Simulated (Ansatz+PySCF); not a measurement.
The numbers below are computed, except where a source is named.
## Several solutions for doublet LiH₂O in separate pieces

| atom | x (Å) | y (Å) | z (Å) |
| --- | --- | --- | --- |
| O | 0.0000 | 0.0000 | -0.1085 |
| H | 0.0000 | 0.0000 | 0.8679 |
| Li | 30.0000 | 0.0000 | -1.4381 |
| H | 30.0000 | 0.0000 | 4.3142 |

Basis set: 6-31G (spherical functions). Charge 0, multiplicity 2.

UHF was run from several starts with Ansatz (development build ahead of 0.2.0) and PySCF 2.14.0.

```
run  program                                 start  converged  energy (hartree)  <S²>
  A   Ansatz               atomic start, no search        yes         -83.29264  1.75
  B   Ansatz           search for the lowest state        yes         -83.29264  1.75
  C    PySCF    guess atom, instabilities followed        yes         -83.29264  1.75
  D   Ansatz               stability test followed        yes         -83.29264  1.75
  E    PySCF                      program defaults         no                 –     –
  F    PySCF  guess huckel, instabilities followed        yes         -83.29264  1.75
  G    PySCF      guess 1e, instabilities followed        yes         -83.29259  1.75
  H    PySCF   guess minao, instabilities followed        yes         -83.29259  1.75
```

(1) Which runs reached the lowest solution of this kind, and what is wrong with the others?

Results:

(1) A, B, C, D, F, G, H reached the lowest solution found or ended within 0.01 eV of it (a small difference can mark another solution nearby). Not converged: E. Caution: the unrestricted determinant is a mixture of spin states.
